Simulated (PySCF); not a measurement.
Spectroscopy problems

How the numbers were obtained: J couplings at B3LYP/pcJ-1, NMR shieldings at PBE0/pcSseg-1/GIAO, structure optimised with GFN2-xTB, in PySCF 2.14.0 with density-fitted response routines (gas phase, rapidly exchanging positions averaged, one computed conformer, no relativistic terms).

Chemical shifts δ = σref − σ; TMS for 1H and 13C, all at this level. Multiplet labels drop J under 1 Hz and among equivalent protons, and merge close values. Unscaled 3J(H,H) run several per cent high. Splittings of carbon signals by F and P are missing where no couplings were computed. Where no couplings were computed, multiplicities follow the n + 1 count of equivalent neighbours, and m marks all less simple cases (inequivalent or close neighbours, rings, F or P nearby). One-bond C–F couplings are unscaled and too large by tens of Hz. Shifts are as computed. Against solution values, carbons near 30 ppm lie about +3 ppm off and those near 130 ppm about +5 ppm. Of 1211 compounds with measured shifts, 218 miss one by over three times the rms of a fit or turn the order of signals round; such compounds aren't used in these exercises.

Q: C$_{3}$H$_{3}$F$_{3}$. 1H NMR (300 MHz, computed): δ 6.35 (m, 1H), 6.15 (m, 1H), 6.00 (m, 1H). 13C{1H} NMR (computed): δ 135.8 (CH, q, J = 34.4 Hz), 131.8 (C, q, J = 338.0 Hz), 131.0 (CH2, q, J = 5.4 Hz). What is it?

A: 3,3,3-trifluoropropene. The formula gives 1 degree of unsaturation (no ring in the answer). 3 carbon signals for 3 carbons: no two carbons are equivalent. Carbon types of the structure: 1 × C, 1 × CH, 1 × CH2, which accounts for all hydrogens. δC 135.8: alkene CH; an sp2 carbon of a C=C bond. δC 131.8: CF3 carbon; 3 electronegative neighbours deshield it. δC 131.0: terminal =CH2 carbon; as expected for a trigonal carbon in a double bond. δH 6.35, 6.00: hydrogen on a terminal =CH2 carbon; olefinic region.

The data come from this structure; uniqueness wasn't tested.

Q: C$_{4}$H$_{9}$FO. 1H NMR (600 MHz, computed): δ 5.60 (m, 2H), 4.15 (sept, 1H), 1.22 (d, 6H). 13C{1H} NMR (computed): δ 103.3, 70.8, 22.9. What is it?

A: SMILES CC(C)OCF. Rings plus π bonds: 0. 3 carbon signals for 4 carbons: some carbons are equivalent by symmetry or fast rotation. Carbon types of the structure: 1 × CH, 1 × CH2, 2 × CH3, which accounts for all hydrogens. δC 103.3: sp3 CH2 bonded to F and O; 2 electronegative neighbours deshield it. δC 70.8: sp3 CH bonded to O; the inductive effect lowers its shielding. δC 22.9: methyl carbon; saturated and bonded to C and H only. δH 4.15: hydrogen on an sp3 CH bonded to O; its carbon carries O, hence the downfield position.

The shifts were computed for this structure.
